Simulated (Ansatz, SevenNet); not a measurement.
Elastic constant C11 (GPa) of 34 elemental metals, computed with the machine-learned potential SevenNet-l3i5 (trained on PBE and PBE+U data) and with PBE (Ansatz, a program for electronic structure, plane waves, PAW). The set holds measured phases with no doubt noted on the run or the magnetic state but for the caveats below. 5 more of the class have both values but aren't in it, for one of these reasons: built or high-temperature cells, doubts on the run or the magnetic state, unlike cells, values of zero, layered or molecular crystals. Solids without a value at one level (not run, failed, or a magnetic order lost), or held back for tests, aren't counted.

Every twentieth of the way through the set, in order of the shift (worked out from unrounded values):

```json
[
 {"solid": "bcc Ba", "SevenNet-l3i5": "18.9", "PBE": "11.9", "shift (%)": "-37"},
 {"solid": "fcc Cu", "SevenNet-l3i5": "182", "PBE": "178", "shift (%)": "-2.5"},
 {"solid": "fcc Pd", "SevenNet-l3i5": "204", "PBE": "199", "shift (%)": "-2.5"},
 {"solid": "fcc Al", "SevenNet-l3i5": "105", "PBE": "105", "shift (%)": "+0.2"},
 {"solid": "fcc Au", "SevenNet-l3i5": "154", "PBE": "157", "shift (%)": "+1.6"},
 {"solid": "fcc Sr", "SevenNet-l3i5": "14.3", "PBE": "14.7", "shift (%)": "+3.3"},
 {"solid": "hcp Sc", "SevenNet-l3i5": "94.9", "PBE": "101", "shift (%)": "+6.1"},
 {"solid": "fcc Ca", "SevenNet-l3i5": "20.4", "PBE": "22.4", "shift (%)": "+9.8"},
 {"solid": "fcc Rh", "SevenNet-l3i5": "348", "PBE": "412", "shift (%)": "+18.4"},
 {"solid": "fcc Pb", "SevenNet-l3i5": "37.9", "PBE": "47.1", "shift (%)": "+24"},
 {"solid": "hcp Mg", "SevenNet-l3i5": "51.6", "PBE": "64.3", "shift (%)": "+25"},
 {"solid": "fcc Ir", "SevenNet-l3i5": "463", "PBE": "584", "shift (%)": "+26"},
 {"solid": "α-phase Ga", "SevenNet-l3i5": "58.7", "PBE": "75.5", "shift (%)": "+29"},
 {"solid": "hcp Ti", "SevenNet-l3i5": "135", "PBE": "176", "shift (%)": "+30"},
 {"solid": "hcp Os", "SevenNet-l3i5": "546", "PBE": "731", "shift (%)": "+34"},
 {"solid": "hcp Tc", "SevenNet-l3i5": "359", "PBE": "489", "shift (%)": "+36"},
 {"solid": "hcp Cd", "SevenNet-l3i5": "61.0", "PBE": "83.9", "shift (%)": "+38"},
 {"solid": "hcp Ru", "SevenNet-l3i5": "408", "PBE": "567", "shift (%)": "+39"},
 {"solid": "hcp Zn", "SevenNet-l3i5": "122", "PBE": "177", "shift (%)": "+45"},
 {"solid": "hcp Lu", "SevenNet-l3i5": "61.1", "PBE": "91.3", "shift (%)": "+50"},
 {"solid": "hcp Co", "SevenNet-l3i5": "155", "PBE": "352", "shift (%)": "+127"}
]
```

The shift from SevenNet-l3i5 to PBE has a median of +25 %, and eight in ten lie between -1.8 % and +44 %; PBE is the larger in 29 of 34. Each level is at its own cell, so the shift holds the change of volume too.

Ansatz's runs of these crystals have no spin polarisation, but for bcc Fe, hcp Co, fcc Ni.

Density-functional runs with spin start from parallel moments for bcc Fe, parallel moments for hcp Co, parallel moments for fcc Ni.

Spin–orbit coupling is left out, also for the solids with elements from indium on (body-centred tetragonal In, fcc Pt, hcp Os, bcc Ba, white tin (β-Sn), double-hcp La, hcp Tl, fcc Ir, hcp Re, hcp Hf and 3 more); its size isn't shown.

Each level is taken at its own relaxed cell. Ansatz's density-functional and Hartree–Fock values are scalar-relativistic unless marked +SOC, with PAW data made under PBE.
